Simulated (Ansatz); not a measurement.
BaLi$_{2}$Mg$_{2}$Si$_{2}$: computed properties

Level of theory: Ansatz 0.2.0, DFT r2SCAN, scalar-relativistic, plane waves, PAW.

Plane waves to 500 eV, a k mesh through Γ of 9×9×9 on the computed 7-atom cell and Gaussian smearing (0.10 eV); no spin polarisation.

The structure is relaxed at this level of theory with its symmetry kept.

```yaml
crystal:
  lattice:
    - [2.28428, 1.31883, 8.72619]
    - [-2.28428, 1.31883, 8.72619]
    - [0.00000, -2.63766, 8.72619]
  atoms:
    - { symbol: Ba, position: [0.00000, 0.00000, 0.00000] }
    - { symbol: Li, position: [0.43023, 0.43023, 0.43023] }
    - { symbol: Li, position: [0.56977, 0.56977, 0.56977] }
    - { symbol: Mg, position: [0.86426, 0.86426, 0.86426] }
    - { symbol: Mg, position: [0.13574, 0.13574, 0.13574] }
    - { symbol: Si, position: [0.75874, 0.75874, 0.75874] }
    - { symbol: Si, position: [0.24126, 0.24126, 0.24126] }
```

| Property | Result |
| --- | --- |
| Space group | R-3m (No. 166) |
| Volume per atom | 22.53 Å³ |
| Formation energy from the elements' standard states (uncorrected) | -0.370 eV/atom |
| Generalised Kohn–Sham band gap | none (metal) |
| Density of states at the Fermi level | 0.28 states/eV per cell (so small that it hangs on the mesh: a semimetal, or crossings between mesh points) |
| Bulk modulus | 42 GPa |
| Its pressure derivative | 4.1 |
| Bader charges (e) | Ba (1 in the cell) 1.23, Li (2 in the cell) 0.84, Mg (2 in the cell) 1.48, Si (2 in the cell) -2.94 |

Spin-orbit coupling is left out, which matters for the bands of heavy elements.